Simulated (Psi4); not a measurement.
A dimer, C6H6 ··· C6H6 (SMILES c1ccccc1 and c1ccccc1); the first 12 atoms form monomer A.

```
24

C      1.1634    -0.7609    -0.0021
C     -0.0773    -1.3886     0.0080
C     -1.2409    -0.6274     0.0101
C     -1.1633     0.7609     0.0021
C      0.0773     1.3887    -0.0080
C      1.2408     0.6274    -0.0101
H      2.0694    -1.3533    -0.0037
H     -0.1373    -2.4694     0.0143
H     -2.2070    -1.1156     0.0179
H     -2.0693     1.3533     0.0037
H      0.1373     2.4695    -0.0143
H      2.2070     1.1156    -0.0179
C     -0.4652     0.0874    -4.7213
C     -1.8478    -0.0606    -4.7188
C     -2.4103    -1.3321    -4.7076
C     -1.5901    -2.4549    -4.6989
C     -0.2075    -2.3071    -4.7013
C      0.3549    -1.0355    -4.7125
H     -0.0270     1.0772    -4.7300
H     -2.4859     0.8138    -4.7256
H     -3.4866    -1.4479    -4.7057
H     -2.0283    -3.4447    -4.6902
H      0.4306    -3.1815    -4.6945
H      1.4312    -0.9198    -4.7144
```

Task: What interaction energy does Psi4 with SAPT0/jun-cc-pVDZ, frozen core give, and which attractive term is the largest?

Result: Total -3.31 kJ/mol: electrostatics 2.37, exchange 0.75, induction -0.32, dispersion -6.11. The most attractive term is dispersion.
